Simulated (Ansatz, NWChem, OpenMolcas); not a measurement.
# How basis sets differ on C2H5N (N-methylmethanimine)

C2H5N has 8 atoms, charge 0, and is taken as a singlet. SMILES: `C=NC`. Geometry: relaxed at PBE0-D4/def2-TZVP.

Each level gives the dipole moment (D). The values are calculated.

**What was measured.** NIST CCCBDB gives the dipole moment of the gas as 1.53 D.

```
           level           kind     program  value (D)  computed − measured  CPU time
      PBE0/MIDI!  global hybrid      NWChem       1.42                -0.11     6.1 s
PBE0/DGauss-DZVP  global hybrid      NWChem       1.61                +0.08      10 s
   PBE0/def2-SVP  global hybrid      Ansatz       1.44                -0.09     4.5 s
PBE0/aug-cc-pVDZ  global hybrid  OpenMolcas       1.52                -0.01      52 s
  PBE0/jorge-TZP  global hybrid      NWChem       1.47                -0.06      77 s
```

Nearest: PBE0/aug-cc-pVDZ (-0.01 D); farthest: PBE0/MIDI! (-0.11 D). The measured dipole is a vibrational average, so differences of a few hundredths of a debye mean little. Times are those of the runs behind each value, whatever else they computed, on shared processors of several kinds: orders of magnitude only.
